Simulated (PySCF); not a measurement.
**The first ionisation energy along group 15**

Calculated with PySCF 2.14 from differences of total energies of unrestricted determinants, without spin-orbit coupling. Values in eV. The last column holds reference values (NIST; (s) semi-empirical, (t) theoretical, else measured). Unmarked ones compare directly (S terms, centres of terms, or small fine structure); those marked * lie between the lowest fine-structure levels and include a spin-orbit shift.

```csv
element,configurations,CCSD (valence),CCSD(T) (valence),LDA,r2SCAN,MP2 (valence and next inner shell),SCS-MP2 (valence and next inner shell),reference
"N (def2-QZVPPD, non-relativistic)",[He] 2s2 2p3 → [He] 2s2 2p2,14.465,14.493,15.006,14.801,14.630,14.361,14.545
"P (def2-QZVPPD, non-relativistic)",[Ne] 3s2 3p3 → [Ne] 3s2 3p2,10.444,10.497,10.576,10.635,10.523,10.343,10.526
"As (def2-QZVPPD, non-relativistic)",[Ar] 3d10 4s2 4p3 → [Ar] 3d10 4s2 4p2,9.906,9.947,10.051,10.111,10.052,9.870,10.008
"Sb (def2-QZVPPD with the def2 core potential (28 electrons), ECP)",[Kr] 4d10 5s2 5p3 → [Kr] 4d10 5s2 5p2,8.995,9.032,9.119,9.165,9.158,8.984,9.124
"Bi (def2-QZVPPD with the def2 core potential (60 electrons), ECP)",[Xe] 4f14 5d10 6s2 6p3 → [Xe] 4f14 5d10 6s2 6p2,8.584,8.612,8.751,8.759,8.764,8.581,7.286 *
```

Q: Which of these methods has the smallest mean absolute error against the measured values here?

A: MP2 (valence and next inner shell), with 0.042 eV.

```tsv
method	elements	mean error (eV)	mean absolute error (eV)	largest error (eV)
CCSD (valence)	4	-0.098	0.098	-0.130
CCSD(T) (valence)	4	-0.059	0.059	-0.093
LDA	4	0.137	0.140	0.461
r2SCAN	4	0.127	0.127	0.256
MP2 (valence and next inner shell)	4	0.040	0.042	0.085
SCS-MP2 (valence and next inner shell)	4	-0.161	0.161	-0.184
```

For Bi a determinant mixes LS terms or the coupling is close to jj, so these rows are model values.

Errors include the incompleteness of the basis and the frozen core.

"Valence" correlates the outer s and p shells and, in groups 3 to 12 and the f block, the outer d or f shell, open or full, or the next shell where the ion has no valence electron left; the wider scheme adds the next inner shell.
